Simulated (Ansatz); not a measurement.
A single point on C3H4F2O (`C=CC(O)(F)F`).

```yaml
crystal:
  periodic: [false, false, false]
  atoms:
    - {symbol: C, position_ang: [-0.236564, -1.548863, 0.323301]}
    - {symbol: C, position_ang: [-0.419865, -0.283255, 0.652032]}
    - {symbol: C, position_ang: [0.115998, 0.865105, -0.134881]}
    - {symbol: O, position_ang: [0.813814, 0.472737, -1.220876]}
    - {symbol: F, position_ang: [-0.910584, 1.688626, -0.506072]}
    - {symbol: F, position_ang: [0.895652, 1.650330, 0.668447]}
    - {symbol: H, position_ang: [0.328517, -1.824653, -0.558622]}
    - {symbol: H, position_ang: [-0.648459, -2.345877, 0.930069]}
    - {symbol: H, position_ang: [-0.981702, 0.014320, 1.530359]}
    - {symbol: H, position_ang: [1.126392, 1.260430, -1.680955]}
basis:
  gaussian: {orbitals: def2-QZVPP}
correlation: {method: mp2}
```

```sh
$ ansatz run in.yaml --threads 4 --pin off --events-out ev --progress --plain --max-ram 10444MiB
```

It prints (some lines left out):

```
Functional definition: HF
2853 factors; integrals over basis functions are off by at most 6.8e-4 eV
mean field evaluation 1: about -10603.6530 eV, gradient 4.8e1 eV
mean field evaluation 2: about -10603.8244 eV, gradient 4.9e1 eV
mean field evaluation 4: about -10608.3009 eV, gradient 4.2e0 eV
mean field evaluation 8: about -10608.3591 eV, gradient 2.5e-1 eV
mean field -10608.35942948 eV, -389.8500184291 hartree, gradient 7.3e-7 eV, S^2 0.000000; 0 other end points of the search recorded, 0 dependent functions left out
6 core orbitals not correlated: weight in the atoms' cores, before any rotation towards them, 1.000 or more for the frozen orbitals, at most 0.000 for the correlated occupied ones
reference -10608.35942948 eV, -389.8500184291 hartree; 18, 18 occupied and 438, 438 virtual orbitals, 2853 factors
second order -35.71307663 eV of doubles, -0.00000000 eV of singles
Total energy: -10644.07250611 eV, -391.1624497881 hartree
```

Run time 24 s (4 threads of an Arm Neoverse V1 on a shared host); peak host memory 2.8 GiB.
